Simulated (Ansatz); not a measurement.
Volume per atom (Å³/atom) of solids drawn from the class of elemental solids other than molecular ones, at two levels: PBE (PAW; Ansatz, an electronic-structure program), and r²SCAN+rVV10 in Ansatz (PAW).

```json
[
 {"solid": "hcp Be", "PBE": "7.91", "r²SCAN+rVV10": "7.90", "shift (%)": "-0.1"},
 {"solid": "hcp Zn", "PBE": "15.24", "r²SCAN+rVV10": "14.21", "shift (%)": "-6.8"},
 {"solid": "hcp Cd", "PBE": "22.89", "r²SCAN+rVV10": "21.33", "shift (%)": "-6.8"},
 {"solid": "hcp Y", "PBE": "32.88", "r²SCAN+rVV10": "33.04", "shift (%)": "+0.5"},
 {"solid": "hcp Zr", "PBE": "23.39", "r²SCAN+rVV10": "23.27", "shift (%)": "-0.5"},
 {"solid": "white tin (β-Sn)", "PBE": "28.41", "r²SCAN+rVV10": "27.13", "shift (%)": "-4.5"},
 {"solid": "hcp Mg", "PBE": "22.95", "r²SCAN+rVV10": "22.46", "shift (%)": "-2.1"},
 {"solid": "hcp Ti", "PBE": "17.39", "r²SCAN+rVV10": "17.17", "shift (%)": "-1.3"},
 {"solid": "α-phase Ga", "PBE": "20.29", "r²SCAN+rVV10": "18.93", "shift (%)": "-6.7"},
 {"solid": "hcp Ru", "PBE": "13.77", "r²SCAN+rVV10": "13.39", "shift (%)": "-2.8"}
]
```

The shifts run from -6.8 % to +0.5 %, with a median of -2.4 %.

Of 10 rows, r²SCAN+rVV10 is the larger in 1 and the smaller in 9.

Ansatz's runs of these crystals have no spin polarisation. Meta-GGAs and exact exchange favour moments, which can bear on hcp Y, hcp Ti.

Spin–orbit coupling is left out, also for the solids with elements from indium on (white tin (β-Sn)); its size isn't shown.

Ansatz's density-functional and Hartree–Fock values are scalar-relativistic unless marked +SOC, with PAW data made under PBE.
